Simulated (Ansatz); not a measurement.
**AlS (quartet): from Hartree-Fock to the top rungs, cc-pVDZ**

How much of the correlation energy of AlS (quartet) does each wave-function method recover here?

The runs use Ansatz 0.2.0, Gaussian basis; cc-pVDZ, core rule «outside noble gas», up to 10 orbitals frozen.

The runs, in order: UHF; CCSD(T) on ROHF; CCSD(T) on UHF; BCCD(T) on ROHF; CISD; CCSDT(Q) on ROHF; CCSDT(Q) on UHF; CISDTQ; CCSDTQ on ROHF; CCSDTQ on UHF; Full CI.

7 further runs of the same task are left out: 4 for a known fault of the program, 3 set aside as unsound or not needed.

### 1 What is computed

The geometry is a PBE0/def2-TZVP stationary point (not a proven minimum) of the parent state, kept for this charge and spin.

2 atoms, charge 0, spin multiplicity 4.

Atoms are counted from 1 here; the program's logs count them from 0.

Bond lengths: Al1–S2 2.032 Å.

Coordinates:

```xyz
2
charge 0, multiplicity 4
Al    0.0000    0.0000    0.0000
S     0.0000    0.0000    2.0316
```

### 2 UHF

File in.yaml:

```yaml
crystal:
  periodic: [false, false, false]
  atoms:
    - {symbol: Al, position_ang: [0.000000, 0.000000, 0.000000]}
    - {symbol: S, position_ang: [0.000000, 0.000000, 2.031600]}
basis:
  gaussian: {orbitals: cc-pVDZ}
magnetization: {spin_polarized: true, initial_magnetization: 3}
hamiltonian: {xc: hf}
output: {orbitals: {seedname: orbitals}}
```

Run with:

```
$ ansatz run in.yaml --threads 1 --pin off --events-out ev --progress --plain --max-ram 3956MiB --backend cpu
```

The runs that follow: CCSD(T) on ROHF; CCSD(T) on UHF; BCCD(T) on ROHF; CISD; CCSDT(Q) on ROHF; CCSDT(Q) on UHF; CISDTQ; CCSDTQ on ROHF; CCSDTQ on UHF; Full CI.

**Question.** What will the summary of the whole plan be? Wanted: FCI below the RHF energy; RMP2 from FCI; UMP2 from FCI; RCCSD from FCI; RCCSD(T) from FCI; UCCSD(T) from FCI; RCCSDT(Q) from FCI; UCCSDT(Q) from FCI; T1 diagnostic.

As calculated:

| quantity | value |
| --- | --- |
| FCI below the RHF energy | -4.4755 eV |
| RMP2 from FCI | +927.6 meV |
| UMP2 from FCI | +937.9 meV |
| RCCSD from FCI | +311.1 meV |
| RCCSD(T) from FCI | +185.3 meV |
| UCCSD(T) from FCI | +186.8 meV |
| RCCSDT(Q) from FCI | +3.5 meV |
| UCCSDT(Q) from FCI | +7.5 meV |
| levels within 1 kcal/mol (43 meV) | CISDTQ, RCCSDT(Q), UCCSDT(Q), RCCSDTQ, UCCSDTQ |
| T1 diagnostic | 0.026 |
| effectively unpaired electrons | 3.40 |

RCCSD(T) misses by +185.3 meV, 4.1 % of the correlation energy. The occupations show some static correlation. These misses are within one basis, not against nature; the frozen cores of restricted and unrestricted runs differ, which can shift their rows.
